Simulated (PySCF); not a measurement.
Compound: C4H4N2.
SMILES: `N(=C/C#N)/C=C`

Level of theory: EOM-IP-CCSD/aug-cc-pVDZ in PySCF, restricted Hartree–Fock reference, frozen core, non-relativistic, gas phase, PBE0-D3(BJ)/def2-SVP geometry.

Hartree–Fock orbital energies give these Koopmans values (eV): HOMO 9.90, HOMO-1 12.61, HOMO-2 13.20, HOMO-3 13.37, HOMO-4 15.45, HOMO-5 15.55, HOMO-6 16.02, HOMO-7 16.53.

Question: What vertical ionisation energies does EOM-IP-CCSD give?

Answer: 
| leading hole (HF orbital) | Koopmans (eV) | EOM-IP-CCSD (eV) | change (eV) | one-hole share |
| --- | --- | --- | --- | --- |
| HOMO | 9.90 | 10.12 | +0.22 | 0.96 |
| HOMO-1 | 12.61 | 10.70 | -1.91 | 0.94 |
| HOMO-2 | 13.20 | 12.89 | -0.31 | 0.94 |
| HOMO-3 | 13.37 | 12.96 | -0.41 | 0.95 |
| HOMO-6 | 16.02 | 13.49 | -2.53 | 0.92 |
| HOMO-5 | 15.55 | 14.33 | -1.22 | 0.94 |
| HOMO-4 | 15.45 | 14.62 | -0.83 | 0.92 |
| HOMO-7 | 16.53 | 14.91 | -1.62 | 0.95 |

Question: Does the order of the lines follow the orbital energies?

Answer: No: the HOMO-6 hole (13.49 eV) falls below the HOMO-5 hole (14.33 eV); the HOMO-6 hole (13.49 eV) falls below the HOMO-4 hole (14.62 eV); the HOMO-5 hole (14.33 eV) falls below the HOMO-4 hole (14.62 eV). The corrections run from -2.53 to +0.22 eV, with a mean of -1.08 eV over the 8 lines; EOM-IP-CCSD lies above the Koopmans value for HOMO.

Question: At what kinetic energies would He I light (21.22 eV) eject these electrons?

Answer: 11.10 eV (HOMO), 10.52 eV (HOMO-1), 8.33 eV (HOMO-2), 8.26 eV (HOMO-3), 7.73 eV (HOMO-6), 6.89 eV (HOMO-5), 6.60 eV (HOMO-4), 6.31 eV (HOMO-7).

Question: What total energy has the lowest final state, and which wavelength reaches it?

Answer: E(CCSD) + ionisation energy = -263.56582 + 0.37176 = -263.19406 Eh, at the geometry of the initial state. The threshold wavelength is 1239.84 eV nm/10.12 eV = 122.5 nm.

Lines less than 0.15 eV apart could change places at a higher level. One root was sought for each valence orbital with −ε under 21 eV, eight at most, so deeper holes and satellites are missing; no vibrational structure.

Shape of the structure used: `[CH2:1]=[CH:2]/[N:3]=[CH:4]\[C:5]#[N:6]`: C1–C2–N3–C4 180°.

One conformer stands for the species.
